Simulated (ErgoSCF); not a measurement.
# SiH4O (silanol) at 5 levels

We compute a comparison of 5 runs (HF/def2-SVP, PBE0/6-31G, B3LYP/6-31+G*, PBE0/def2-SVP, CAM-B3LYP/6-311G**) of SiH4O (silanol). 

Program for the calculation: ErgoSCF 3.8.

### 1 The system as given

SiH4O: 6 atoms, total charge 0, spin state singlet. SMILES: `O[SiH3]`. The coordinates come from a PBE0-D4/def2-TZVP relaxation.

Bond lengths: O1–Si2 1.648 Å, O1–H3 0.957 Å, Si2–H4 1.489 Å, Si2–H5 1.481 Å, Si2–H6 1.489 Å. Angles: O1–Si2–H4 111.7°, O1–Si2–H5 105.9°, O1–Si2–H6 111.7°, Si2–O1–H3 117.9°, H4–Si2–H5 109.9°, H4–Si2–H6 107.9°, H5–Si2–H6 109.9°.

### 2 A single-point energy at HF/def2-SVP (run 1)

run.inp

```
# H4OSi, HF
set_nthreads(1)
molecule_inline
O      1.20318862    -1.94698483     0.79179525
Si    -0.06746322     0.65479010    -0.35337879
H      0.13058008    -3.07874180     1.70963522
H     -2.13217799     0.08636048    -2.17847628
H      2.00405456     2.01236935    -1.65464419
H     -1.13818204     2.27220669     1.68506879
EOF
tmpdir = "."
scf.max_number_of_iterations = 120
spin_polarization = 0
basis = "def2-SVP"
charge = 0
scf.use_diagonalization = 1
scf.output_mulliken_pop = 1
run "HF"
```

The basis set def2-SVP is read from a file made from the Basis Set Exchange's data (not shown).

The run is started by

```bash
$ ergo run.inp
```

The log of the run:

```text
[...]
INSC SCF_general constructor, number of basis functions: 52
[...]
INSC Energy   1 =       -148.15165155187
[...]
INDE E_LUMO =          0.14735717972
[...]
INSC Energy  14 =       -366.00217655364  ( diff     -0.000000000001194 )
[...]
RESC CONVERGED after  14 iterations.
RESC FINAL ENERGY:       -366.00217655364
[...]
INSC SCF: dipole_moment_x [atomic units] =      -0.53417797
INSC SCF: dipole_moment_y [atomic units] =      -0.14542276
INSC SCF: dipole_moment_z [atomic units] =       0.22029353
[...]
```

Wall time 5.7 s (1 thread of Intel Xeon Platinum 8488C (Sapphire Rapids), shared host); peak memory 0.27 GiB.

### 3 The energy at PBE0/6-31G (run 2)

job.ego

```
set_nthreads("env")
molecule_inline Angstrom
O      0.636700    -1.030300     0.419000
Si    -0.035700     0.346500    -0.187000
H      0.069100    -1.629200     0.904700
H     -1.128300     0.045700    -1.152800
H      1.060500     1.064900    -0.875600
H     -0.602300     1.202400     0.891700
EOF
scf.use_diagonalization = 1
scf.max_number_of_iterations = 120
spin_polarization = 0
basis = "6-31G"
XC.sparse_mode = 0
tmpdir = "."
scf.output_mulliken_pop = 1
XC.radint = 1e-11
XC.angint = 41
run "PBE0"
```

The basis set 6-31G is read from a file made from the Basis Set Exchange's data (not shown).

The run is started by

```bash
$ ergo job.ego
```

The log of the run:

```text
[...]
INDF Weighted mixed functional:
[...]
INSC Energy   1 =       -229.68068464439
[...]
INDE E_LUMO =          0.01418836155
[...]
INSC Energy  15 =       -366.83630389671  ( diff     -0.000000000003922 )
[...]
RESC CONVERGED after  15 iterations.
RESC FINAL ENERGY:       -366.83630389671
[...]
INSC SCF: dipole_moment_x [atomic units] =      -0.70510181
INSC SCF: dipole_moment_y [atomic units] =      -0.01154496
INSC SCF: dipole_moment_z [atomic units] =       0.18863047
[...]
```

It took 4.2 s on 1 thread of Intel Xeon Platinum 8488C (Sapphire Rapids), shared host; peak memory 0.27 GiB.

### 4 A single-point energy at B3LYP/6-31+G(d) (spherical functions) (run 3)

input.ego

```
set_nthreads(1)
molecule_inline
O      1.20318862    -1.94698483     0.79179525
Si    -0.06746322     0.65479010    -0.35337879
H      0.13058008    -3.07874180     1.70963522
H     -2.13217799     0.08636048    -2.17847628
H      2.00405456     2.01236935    -1.65464419
H     -1.13818204     2.27220669     1.68506879
EOF
scf.output_mulliken_pop = 1
scf.use_diagonalization = 1
charge = 0
scf.max_number_of_iterations = 120
XC.angint = 41
XC.radint = 1e-11
basis = "6-31+G*"
XC.sparse_mode = 0
tmpdir = "."
run "B3LYP-G"
```

The basis set 6-31+G* is read from a file made from the Basis Set Exchange's data (not shown).

The run is started by

```bash
$ ergo input.ego
```

The log of the run:

```text
[...]
INDF Weighted mixed functional:
[...]
INSC Energy   1 =       -169.18128740434
[...]
INDE E_LUMO =         -0.02229102023
[...]
INSC Energy  16 =       -367.14857247200  ( diff     -0.000000000000682 )
[...]
RESC CONVERGED after  16 iterations.
RESC FINAL ENERGY:       -367.14857247200
[...]
INSC SCF: dipole_moment_x [atomic units] =      -0.55291599
INSC SCF: dipole_moment_y [atomic units] =      -0.12117384
INSC SCF: dipole_moment_z [atomic units] =       0.21139150
[...]
```

Wall time 9.3 s (1 thread of Intel Xeon Platinum 8488C (Sapphire Rapids), shared host); peak memory 0.27 GiB.

Run 4 isn't shown in full; the table further down has it.

### 5 The energy at CAM-B3LYP/6-311G(d,p) (run 5)

input.ego

```
set_nthreads(1)
basis = "6-311G**"
XC.angint = 41
tmpdir = "."
scf.use_diagonalization = 1
XC.sparse_mode = 0
XC.radint = 1e-11
scf.max_number_of_iterations = 120
scf.output_mulliken_pop = 1
molecule_inline Angstrom
O        0.636700      -1.030300       0.419000
Si      -0.035700       0.346500      -0.187000
H        0.069100      -1.629200       0.904700
H       -1.128300       0.045700      -1.152800
H        1.060500       1.064900      -0.875600
H       -0.602300       1.202400       0.891700
EOF
run "Camb3lyp"
```

The basis set 6-311G** is read from a file made from the Basis Set Exchange's data (not shown).

The run is started by

```bash
$ ergo input.ego
```

The log of the run:

```text
[...]
INSC SCF_general constructor, number of basis functions: 68
[...]
INSC Energy   1 =       -176.02625628160
[...]
INDE E_LUMO =          0.03800125626
[...]
INSC Energy  13 =       -367.15742727227  ( diff     -0.000000000004547 )
[...]
RESC CONVERGED after  13 iterations.
RESC FINAL ENERGY:       -367.15742727227
[...]
INSC SCF: dipole_moment_x [atomic units] =      -0.52492245
INSC SCF: dipole_moment_y [atomic units] =      -0.14667116
INSC SCF: dipole_moment_z [atomic units] =       0.21860299
[...]
```

Wall time 14 s (1 thread of Intel Xeon Platinum 8488C (Sapphire Rapids), shared host); peak memory 0.27 GiB.

### 6 The series

| run | level | integration grid | radint | energy (Eh) | dipole moment (D) | wall time |
| --- | --- | --- | --- | --- | --- | --- |
| 1 | HF/def2-SVP | – | – | -366.002177 | 1.51 | 5.7 s |
| 2 | PBE0/6-31G | Turbo | 1e-11 | -366.836304 | 1.86 | 4.2 s |
| 3 | B3LYP/6-31+G* (spherical functions) | Turbo | 1e-11 | -367.148572 | 1.54 | 9.3 s |
| 4 | PBE0/def2-SVP | Turbo | 1e-11 | -366.783176 | 1.39 | 7.8 s |
| 5 | CAM-B3LYP/6-311G** | Turbo | 1e-11 | -367.157427 | 1.49 | 14 s |

### 7 Summary of results

```
            quantity          value
 run 5: total energy  -367.15743 Eh
run 5: dipole moment         1.49 D
```

In words: The dipole moment (its size) runs from 1.39 D (PBE0/def2-SVP) to 1.86 D (PBE0/6-31G). Totals of different functionals can't be ranked against each other. All runs together took 41 s, the longest 14 s.
